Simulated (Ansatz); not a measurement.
# MgH3− (singlet): the correlation ladder at scale of all distances = 1.322, 6-31++G**

How much of the correlation energy of MgH3− (singlet) does each wave-function method recover here?

Computed with Ansatz 0.2.0, Gaussian basis. Level: 6-31++G**, core rule «outside noble gas», up to 5 orbitals frozen.

Plan: UHF; CCSD(T) on RHF; BCCD(T) on RHF; CISD; CCSDT(Q) on RHF; CASSCF and MRCISD+Q, 2 electrons in 2 orbitals; CASSCF and NEVPT2, 2 electrons in 2 orbitals; CASSCF and MRCISD+Q, 6 electrons in 7 orbitals; CASSCF and NEVPT2, 6 electrons in 7 orbitals; Full CI.

18 further runs of the same task are left out: 8 for a known fault of the program, 9 that didn't finish, 1 set aside as unsound or not needed. Runs told in other sessions of the task aren't counted.

### Step 1. The geometry

The geometry derives from a PBE0/def2-TZVPD stationary point (not a proven minimum). All distances are scaled together.

4 atoms, charge -1, spin multiplicity 1.

Atoms are counted from 1 here; the program's logs count them from 0.

No contacts short enough for the rule that draws bonds.

### Step 2. UHF

The input, in.yaml:

```yaml
crystal:
  periodic: [false, false, false]
  atoms:
    - {symbol: Mg, position_ang: [0.000000, 0.000000, 0.000000]}
    - {symbol: H, position_ang: [2.391888, 0.018866, 0.008329]}
    - {symbol: H, position_ang: [-1.212275, 2.062014, -0.006346]}
    - {symbol: H, position_ang: [-1.179613, -2.080881, -0.001983]}
basis:
  gaussian: {orbitals: "6-31++G**"}
total_charge: -1
magnetization: {spin_polarized: true, initial_magnetization: 0}
hamiltonian: {xc: hf}
output: {orbitals: {seedname: orbitals}}
```

Run with:

```
$ ansatz run in.yaml --threads 1 --pin off --events-out ev --progress --plain --max-ram 2393MiB
```

The runs that follow: CCSD(T) on RHF; BCCD(T) on RHF; CISD; CCSDT(Q) on RHF; CASSCF and MRCISD+Q, 2 electrons in 2 orbitals; CASSCF and NEVPT2, 2 electrons in 2 orbitals; CASSCF and MRCISD+Q, 6 electrons in 7 orbitals; CASSCF and NEVPT2, 6 electrons in 7 orbitals; Full CI.

**Question.** What will the summary of the whole plan be? Wanted: FCI from the RHF energy; RMP2 from FCI; RCCSD from FCI; RCCSD(T) from FCI; RCCSDT(Q) from FCI; NEVPT2 pair from FCI; MRCISD+Q pair from FCI; NEVPT2 valence from FCI; T1 diagnostic.

The runs gave:

| quantity | value |
| --- | --- |
| FCI from the RHF energy | -2.4156 eV |
| RMP2 from FCI | +16.50 kcal/mol |
| RCCSD from FCI | +1.27 kcal/mol |
| RCCSD(T) from FCI | +0.45 kcal/mol |
| RCCSDT(Q) from FCI | +0.01 kcal/mol |
| NEVPT2 pair from FCI | +13.76 kcal/mol |
| MRCISD+Q pair from FCI | -0.51 kcal/mol |
| NEVPT2 valence from FCI | +5.68 kcal/mol |
| levels within 1 kcal/mol (43 meV) | RCCSD(T), BCCD(T), RCCSDT, RCCSDT(Q), MRCISD+Q pair, MRCISD valence, MRCISD+Q valence |
| T1 diagnostic | 0.024 |
| effectively unpaired electrons | 0.10 |

RCCSD(T) misses by +0.45 kcal/mol, 0.8 % of the correlation energy. MRCISD+Q pair falls below full CI: the +Q correction isn't variational, and the cores differ from full CI's. One determinant dominates. Of the multireference levels listed MRCISD+Q valence comes nearest in total energy (+0.06 kcal/mol), which doesn't show that its space is the better one. These misses are within one basis, not against nature.
